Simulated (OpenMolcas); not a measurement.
**singlet AlSiH4O+ at 6 levels**

Wanted: a comparison of 6 runs (HF/STO-3G, HF/3-21G, PBE0/aug-cc-pVDZ, TPSS/aug-cc-pVDZ, MP2/aug-cc-pVDZ, CCSD(T)/aug-cc-pVDZ) of singlet AlSiH4O+. 

Program for the calculation: OpenMolcas 26.06.

## Step 1: Starting point

AlSiH4O+ has 7 atoms, charge +1, and is taken as a singlet. As SMILES of the parent species, `[AlH][O][SiH3]`. The coordinates come from a PBE0-D4/def2-TZVP relaxation. This is one conformer, not always the lowest. That shape belongs to the parent species and isn't relaxed for this state.

Bond lengths: Al1–O2 1.689 Å, O2–Si3 1.627 Å, Al1–H4 1.609 Å, Si3–H5 1.487 Å, Si3–H6 1.487 Å, Si3–H7 1.488 Å. Angles: Al1–O2–Si3 169.6°, O2–Al1–H4 116.0°, O2–Si3–H5 110.0°, O2–Si3–H6 110.2°, O2–Si3–H7 110.3°, H5–Si3–H6 108.8°, H5–Si3–H7 108.7°, H6–Si3–H7 108.8°.

## Step 2: A single-point energy at HF/STO-3G (run 1)

geom.xyz reads:

```xyz
7

Al    -1.643700    -1.503700    -0.201100
O     -0.403000    -0.368600    -0.047300
Si     0.870900     0.567400     0.335800
H     -2.580100    -1.352800    -1.500200
H      1.204400     1.463600    -0.802700
H      0.554900     1.401200     1.526200
H      2.057800    -0.275200     0.643500
```

run.input reads:

```
&GATEWAY
  BasLib
  $CurrDir
  Coord
  geom.xyz
  Basis
  STO-3G
  Group
  NoSym

&SEWARD

&SCF
  Charge
  1
  Thresholds
  1e-10 1e-07 1e-07 1e-05
  PrOrbitals
  1 1
```

The basis set STO-3G is read from a file made from the Basis Set Exchange's data (not shown).

Launch:

```
$ export MOLCAS_MEM=1860
$ pymolcas run.input > run.log
```

The log of the run:

```text
--- Start Module: gateway ---
[...]
--- Stop Module: gateway /rc=_RC_ALL_IS_WELL_ ---
--- Start Module: seward ---
[...]
      Basis functions           27
--- Stop Module: seward /rc=_RC_ALL_IS_WELL_ ---
--- Start Module: scf ---
[...]
       Convergence after  17 Iterations
[...]
::    Total SCF energy                               -600.6265195016
[...]
      Total spin, S                                     0.0000000000
[...]
      Total electronic charge=   38.000000
      Total            charge=    1.000000
[...]
      Dipole Moment (debye):
      Origin of the operator (angstrom)=   -0.3359   -0.3914    0.0410
                   X= -5.1442E+00               Y= -5.6312E+00               Z=  4.7334E-01           Total=  7.6418E+00
      Center of Charge (angstrom)
[...]
--- Stop Module: scf /rc=_RC_ALL_IS_WELL_ ---
[...]
```

Wall time 1.1 s (1 thread of Intel Xeon 6975P-C (Granite Rapids), shared host); peak memory 0.37 GiB.

## Step 3: A single-point energy at HF/3-21G (run 2)

struct.xyz reads:

```xyz
7

Al    -1.643700    -1.503700    -0.201100
O     -0.403000    -0.368600    -0.047300
Si     0.870900     0.567400     0.335800
H     -2.580100    -1.352800    -1.500200
H      1.204400     1.463600    -0.802700
H      0.554900     1.401200     1.526200
H      2.057800    -0.275200     0.643500
```

job.inp reads:

```
&GATEWAY
  BasLib
  $CurrDir
  Coord
  struct.xyz
  Basis
  3-21G
  Group
  NoSym

&SEWARD

&SCF
  Charge
  1
  Thresholds
  1e-10 1e-07 1e-07 1e-05
  PrOrbitals
  0
```

The basis set 3-21G is read from a file made from the Basis Set Exchange's data (not shown).

Launch:

```
$ export MOLCAS_MEM=1860
$ pymolcas job.inp > job.log
```

The log of the run:

```text
--- Start Module: gateway ---
[...]
--- Stop Module: gateway /rc=_RC_ALL_IS_WELL_ ---
--- Start Module: seward ---
[...]
      Basis functions           43
--- Stop Module: seward /rc=_RC_ALL_IS_WELL_ ---
--- Start Module: scf ---
[...]
       Convergence after  16 Iterations
[...]
::    Total SCF energy                               -604.5377119504
[...]
      Total spin, S                                     0.0000000000
[...]
      Total electronic charge=   38.000000
      Total            charge=    1.000000
[...]
      Dipole Moment (debye):
      Origin of the operator (angstrom)=   -0.3359   -0.3914    0.0410
                   X= -5.8107E+00               Y= -6.3634E+00               Z=  5.3170E-01           Total=  8.6336E+00
      Center of Charge (angstrom)
[...]
--- Stop Module: scf /rc=_RC_ALL_IS_WELL_ ---
[...]
```

It took 1.3 s on 1 thread of Intel Xeon 6975P-C (Granite Rapids), shared host; peak memory 0.38 GiB.

Run 3 isn't shown in full; the table further down has it.

## Step 4: The energy at TPSS/aug-cc-pVDZ (run 4)

calc.inp reads:

```
&GATEWAY
BasLib=$CurrDir
Coord
7
angstrom
Al      -1.643700      -1.503700      -0.201100
O       -0.403000      -0.368600      -0.047300
Si       0.870900       0.567400       0.335800
H       -2.580100      -1.352800      -1.500200
H        1.204400       1.463600      -0.802700
H        0.554900       1.401200       1.526200
H        2.057800      -0.275200       0.643500
Basis=aug-cc-pVDZ
Group=NoSym
&SEWARD
GridInput
Grid=UltraFine
End of Grid
&SCF
Charge=1
KSDFT=2
1.0 MGGA_X_TPSS
1.0 MGGA_C_TPSS
Thresholds=1e-10 1e-07 1e-07 1e-05
PrOrbitals=0
```

The basis set aug-cc-pVDZ is read from a file made from the Basis Set Exchange's data (not shown).

Launch:

```
$ export MOLCAS_MEM=1860
$ pymolcas calc.inp > calc.log
```

The log of the run:

```text
--- Start Module: gateway ---
[...]
--- Stop Module: gateway /rc=_RC_ALL_IS_WELL_ ---
--- Start Module: seward ---
[...]
      Basis functions          113
--- Stop Module: seward /rc=_RC_ALL_IS_WELL_ ---
[...]
--- Start Module: scf ---
[...]
       Convergence after  18 Iterations
[...]
::    Total KS-DFT energy                            -609.3515064680
[...]
      Total spin, S                                     0.0000000000
[...]
      Total electronic charge=   38.000000
      Total            charge=    1.000000
[...]
      Dipole Moment (debye):
      Origin of the operator (angstrom)=   -0.3359   -0.3914    0.0410
                   X= -4.9319E+00               Y= -5.0655E+00               Z=  2.1793E-02           Total=  7.0699E+00
      Center of Charge (angstrom)
[...]
--- Stop Module: scf /rc=_RC_ALL_IS_WELL_ ---
[...]
```

Wall time 54 s (1 thread of Intel Xeon 6975P-C (Granite Rapids), shared host); peak memory 0.68 GiB.

Run 5 isn't shown in full; the table further down has it.

## Step 5: A single-point energy at CCSD(T)/aug-cc-pVDZ (Cholesky decomposition) (run 6)

coord.xyz reads:

```xyz
7

Al    -1.643700    -1.503700    -0.201100
O     -0.403000    -0.368600    -0.047300
Si     0.870900     0.567400     0.335800
H     -2.580100    -1.352800    -1.500200
H      1.204400     1.463600    -0.802700
H      0.554900     1.401200     1.526200
H      2.057800    -0.275200     0.643500
```

mol.inp reads:

```
>>> EXPORT MOLCAS_PRINT=2

&GATEWAY
 BasLib=$CurrDir
 Coord=coord.xyz
 Basis=aug-cc-pVDZ
 Group=NoSym

&SEWARD
 High

&SCF
 Charge=1
 Thresholds=1e-10 1e-07 1e-07 1e-05
 PrOrbitals=1 2

&CHCC
 Frozen=11
 Threshold=1e-08
 MaxIterations=80

&CHT3
 Frozen=11
```

The basis set aug-cc-pVDZ is read from a file made from the Basis Set Exchange's data (not shown).

Launch:

```
$ export MOLCAS_MEM=1860
$ pymolcas mol.inp > mol.log
```

The log of the run:

```text
--- Start Module: gateway ---
[...]
--- Stop Module: gateway /rc=_RC_ALL_IS_WELL_ ---
[...]
      Basis functions          113
[...]
       Convergence after  17 Iterations
[...]
::    Total SCF energy                               -607.8145717677
[...]
      Total spin, S                                     0.0000000000
[...]
      Total electronic charge=   38.000000
      Total            charge=    1.000000
[...]
      Dipole Moment (debye):
      Origin of the operator (angstrom)=   -0.3359   -0.3914    0.0410
                   X= -6.0673E+00               Y= -6.4597E+00               Z=  3.6580E-01           Total=  8.8699E+00
      Center of Charge (angstrom)
[...]
--- Start Module: chcc ---
[...]
--- Stop Module: chcc /rc=_RC_ALL_IS_WELL_ ---
[...]
--- Start Module: cht3 ---
[...]
--- Stop Module: cht3 /rc=_RC_ALL_IS_WELL_ ---
[...]
```

It took 3.9 min on 1 thread of Intel Xeon 6975P-C (Granite Rapids), shared host; peak memory 0.2 GiB.

## Step 6: Overview of the runs

```tsv
run	level	integration grid	frozen core orbitals	energy (Eh)	HOMO energy (eV)	LUMO energy (eV)	HOMO–LUMO gap (eV)	wall time
1	HF/STO-3G	–	–	-600.626520	-14.03	-2.97	11.06	1.1 s
2	HF/3-21G	–	–	-604.537712	-16.17	-7.01	9.16	1.3 s
3	PBE0/aug-cc-pVDZ	UltraFine	–	-608.964063	-13.13	-9.95	3.17	38 s
4	TPSS/aug-cc-pVDZ	UltraFine	–	-609.351506	-12.15	-10.54	1.61	54 s
5	MP2/aug-cc-pVDZ	–	11	-608.170111	-16.20	-7.19	9.01	14 s
6	CCSD(T)/aug-cc-pVDZ (Cholesky decomposition)	–	11	-608.214826	-16.20	-7.19	9.01	3.9 min
```

## Step 7: What came out

| quantity | value |
| --- | --- |
| run 6: total energy | -608.21483 Eh |
| run 6: HOMO energy (Hartree–Fock orbitals) | -16.20 eV |
| run 6: LUMO energy (Hartree–Fock orbitals) | -7.19 eV |
| run 6: HOMO–LUMO gap (Hartree–Fock orbitals) | 9.01 eV |
| run 6: correlation energy (11 core orbitals frozen) | -400.3 mEh |
| run 6: (T) correction | -11.12 mEh |

Over runs 1, 2, 3, 4 the HOMO–LUMO gap runs from 1.61 eV (TPSS/aug-cc-pVDZ) to 11.06 eV (HF/STO-3G). The two ends differ in method and basis. Totals of different functionals can't be ranked against each other. In run 1 the basis is minimal, so the values are rough. All runs together took 5.7 min, the longest 3.9 min.
